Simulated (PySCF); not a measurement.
**Partial charges of `C=C[S@@](C)=O`**

Species: C3H6OS.
Geometry (PBE0-D3(BJ)/def2-TZVP, Å), atoms numbered from 1 in this order:
```xyz
11
C3H6OS angstrom
C      1.9179   -0.0879   -0.2690
C      0.7614    0.4731   -0.5763
S     -0.4104    0.8252    0.7112
C     -1.7102   -0.2525    0.0804
O      0.0967    0.2108    1.9580
H      2.6745   -0.2699   -1.0227
H      2.1191   -0.3760    0.7580
H      0.4865    0.8146   -1.5696
H     -1.3282   -1.2728    0.0382
H     -2.0266    0.0919   -0.9057
H     -2.5415   -0.1828    0.7819
```

Density: PBE0/pcSseg-2 (PySCF); schemes: Mulliken, IAO, Hirshfeld and ESP-fitted. One conformer (not necessarily the lowest) at the PBE0-D3(BJ)/def2-TZVP geometry, without solvent, vibrations or thermal averaging.

**Question.** Atoms with like bonding are taken together and averaged. Do the Mulliken, IAO, Hirshfeld and ESP-fitted schemes agree on where the charge is highest?

**Answer.** All schemes agree: Mulliken S3 (+0.589); IAO S3 (+1.170); Hirshfeld S3 (+0.315); ESP-fitted S3 (+0.295).

**Question.** For which atoms does the sign change between the 4 schemes (beyond +0.03 e in one, beyond −0.03 e in another)?

**Answer.** For none.

**Question.** At which atom do the 4 schemes differ most?

**Answer.** At S3: from +0.295 (ESP-fitted) to +1.170 e (IAO), 0.875 e apart.

**Question.** Tabulate the Mulliken, IAO, Hirshfeld and ESP-fitted charges.

**Answer.** In e; atoms taken as equivalent share a row and are averaged (×n: the atom named and its like, n in all):

| atom | environment | Mulliken | IAO | Hirshfeld | ESP-fitted |
| --- | --- | --- | --- | --- | --- |
| C1 | terminal =CH2 carbon | -0.076 | -0.303 | -0.087 | -0.249 |
| C2 | alkene CH carbon | -0.198 | -0.356 | -0.081 | -0.182 |
| S3 | sulfinyl sulfur | +0.589 | +1.170 | +0.315 | +0.295 |
| C4 | S-methyl carbon | -0.143 | -0.603 | -0.136 | -0.633 |
| O5 | sulfinyl oxygen | -0.593 | -0.934 | -0.355 | -0.420 |
| H6 | vinylic hydrogen | +0.070 | +0.168 | +0.060 | +0.140 |
| H7 | vinylic hydrogen | +0.099 | +0.182 | +0.052 | +0.182 |
| H8 | vinylic hydrogen | +0.076 | +0.164 | +0.058 | +0.178 |
| H9/H10/H11 | methyl hydrogen | +0.059 | +0.171 | +0.058 | +0.230 |

Mean size of the charges over all atoms: IAO 0.399 e, ESP-fitted 0.270 e, Mulliken 0.184 e, Hirshfeld 0.120 e. Each set sums to the total charge, 0, to within 0.001 e. The Hirshfeld scheme weights the molecular density at each point by an atom's share of the summed free-atom densities.

Some averages cover members that differ in this geometry: H9/H10/H11, ESP-fitted +0.201 to +0.250; H9/H10/H11, Mulliken +0.043 to +0.071 e.

**Question.** How closely do the schemes follow one another over all atoms?

**Answer.** Correlation coefficient and root-mean-square difference: Mulliken with Hirshfeld 0.98, 0.116 e; IAO with Hirshfeld 0.98, 0.367 e; Mulliken with IAO 0.97, 0.270 e; IAO with ESP-fitted 0.84, 0.313 e; Hirshfeld with ESP-fitted 0.82, 0.194 e; Mulliken with ESP-fitted 0.73, 0.212 e.

**Question.** How many electrons does the ESP-fitted scheme count on C1?

**Answer.** Z − q = 6 − (-0.249) = 6.249.

**Question.** Sum the charges by element, for elements with more than one atom.

**Answer.** 
```tsv
element	atoms	Mulliken	IAO	Hirshfeld	ESP-fitted
C	3	-0.418	-1.262	-0.305	-1.064
H	6	+0.423	+1.027	+0.344	+1.189
```
